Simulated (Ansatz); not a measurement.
```yaml
crystal:
  periodic: [false, false, false]
  atoms:
    - {symbol: C, position_ang: [0.432200, 1.654172, 1.595164]}
    - {symbol: S, position_ang: [0.290107, 1.179933, -1.772988]}
    - {symbol: C, position_ang: [-0.458343, -1.962368, -1.981694]}
    - {symbol: S, position_ang: [-0.843412, -3.490676, -4.598543]}
    - {symbol: H, position_ang: [-1.389224, 1.262182, 2.471604]}
    - {symbol: H, position_ang: [0.898031, 3.639693, 1.883618]}
    - {symbol: H, position_ang: [1.907067, 0.493006, 2.441238]}
    - {symbol: H, position_ang: [-0.662384, -2.884033, -0.143844]}
basis:
  gaussian: {orbitals: pcseg-2}
hamiltonian: {xc: {name: HF}}
scf: {lower_state_search: off}
output: {forces: true}
```

```sh
$ ansatz run in.yaml --threads 2 --pin off --events-out ev --progress --plain --max-ram 4352MiB
```

Shortened log:

```
Functional definition: HF
  name "HF"
  cite "Fock, Z. Phys. 61, 126 (1930) doi:10.1007/BF01340294"
  parent pbe
  exchange = exact_x
  correlation = 0
these checks for a lower state are left out or cut short: stability, starts, cluster_reference, orbital_swaps, neighbouring_geometries, increment
1360 factors; their error is unknown
mean field evaluation 1: about -23701.6311 eV, gradient 5.8e1 eV
mean field evaluation 2: about -23480.5413 eV, gradient 2.0e2 eV
mean field evaluation 4: about -23724.2059 eV, gradient 1.3e1 eV
mean field evaluation 8: about -23725.8239 eV, gradient 7.4e-1 eV
mean field evaluation 16: about -23725.8594 eV, gradient 9.3e-2 eV
mean field evaluation 32: about -23726.4257 eV, gradient 1.1e-5 eV
mean field -23726.42565786 eV, -871.9300605775 hartree, gradient 2.7e-6 eV, S^2 0.000000; 0 other end points of the search recorded, 0 dependent functions left out
the calculation of the forces begins
reference -23726.42565786 eV, -871.9300605775 hartree; 24, 24 occupied and 160, 160 virtual orbitals, 1360 factors
Total energy: -23726.42565786 eV, -871.9300605775 hartree
Atom 0 at     0.432200     1.654172     1.595164 Å, force     0.173255     0.651635     2.365613 eV/Å
Atom 1 at     0.290107     1.179933    -1.772988 Å, force    -0.406798    -1.764863     1.431428 eV/Å
Atom 2 at    -0.458343    -1.962368    -1.981694 Å, force    -0.055391    -0.339871     3.134786 eV/Å
Atom 3 at    -0.843412    -3.490676    -4.598543 Å, force     0.072514     0.286987     0.513419 eV/Å
Atom 4 at    -1.389224     1.262182     2.471604 Å, force     3.299143     0.676249    -1.656418 eV/Å
Atom 5 at     0.898031     3.639693     1.883618 Å, force    -0.845546    -3.602754    -0.563621 eV/Å
Atom 6 at     1.907067     0.493006     2.441238 Å, force    -2.687546     2.073312    -1.601214 eV/Å
Atom 7 at    -0.662384    -2.884033    -0.143844 Å, force     0.450369     2.019305    -3.623993 eV/Å
Dipole moment:    -0.026117    -0.137069     0.747485 e Å
Checks for a lower state left out: stability, starts, cluster_reference, orbital_swaps, neighbouring_geometries, increment
```

(1) Something in this input is off. What?

Results:

(1) The coordinates are in bohr but typed as ångström. Self-consistency was reached. The result belongs to that input, not to the molecule as meant.
